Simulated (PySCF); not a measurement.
Method: TPSSh-D3(BJ)/def2-TZVP // TPSS-D3(BJ)/def2-SVP (PySCF). All species are isolated molecules in the gas phase. 

Reference species (SMILES): `[NH2]` (neutral, multiplicity 2).

```
Item                             Result
-----------------------------  --------
dipole moment                    1.93 D
highest occupied spin orbital  -7.95 eV
```

Changed species: `C[N]C` (free radical N(CH3)2; the reference has free radical NH2).

What does the change do to the dipole moment and highest occupied spin orbital?

the dipole moment decreases by 0.22 D, to 1.71 D; the highest occupied spin orbital increases by 1.54 eV, to -6.41 eV.
